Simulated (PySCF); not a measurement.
Compound: silicon monosulfide, SiS.
Geometry (PBE0-D3(BJ)/def2-TZVP, Å), atoms numbered from 1 in this order:
```
atom  x, y, z in Å
Si1   -0.8784   -0.3801    0.0961
S2     0.8959    0.3512   -0.1082
```

The closed-shell ground state was solved at several levels (PySCF, density fitting, gas phase, non-relativistic). Geometry: PBE0-D3(BJ)/def2-TZVP; no solvent, vibrations or thermal averaging.

```json
{"level": "wB97X-D/aug-cc-pVTZ", "basis functions": "100", "HOMO (eV)": "-9.92", "LUMO (eV)": "-0.70", "gap (eV)": "9.22", "dipole (D)": "1.85"}
{"level": "CAM-B3LYP/aug-cc-pVTZ", "basis functions": "100", "HOMO (eV)": "-9.35", "LUMO (eV)": "-1.32", "gap (eV)": "8.03", "dipole (D)": "1.93"}
{"level": "PBE0/aug-cc-pVTZ", "basis functions": "100", "HOMO (eV)": "-8.07", "LUMO (eV)": "-2.38", "gap (eV)": "5.69", "dipole (D)": "1.74"}
```

(1) Estimate the row for PBE0/pcSseg-2, a basis of 86 functions; the other rows only guide the guess.

(2) Over all these levels, which gives the widest orbital gap and which the narrowest?

(3) How far do the dipole and the HOMO energy spread over the levels?

Answers

(1) HOMO -8.06 eV, LUMO -2.40 eV, gap 5.66 eV, dipole 1.87 D.

(2) wB97X-D/aug-cc-pVTZ (range-separated hybrid) has the widest, 9.22 eV, and PBE0/pcSseg-2 (global hybrid, 25 % exact exchange) the narrowest, 5.66 eV. Functional and basis both differ between the two, so the spread mixes both effects.

(3) The dipole runs from 1.74 to 1.93 D (mean 1.85 D) and the HOMO from -9.92 to -8.06 eV.
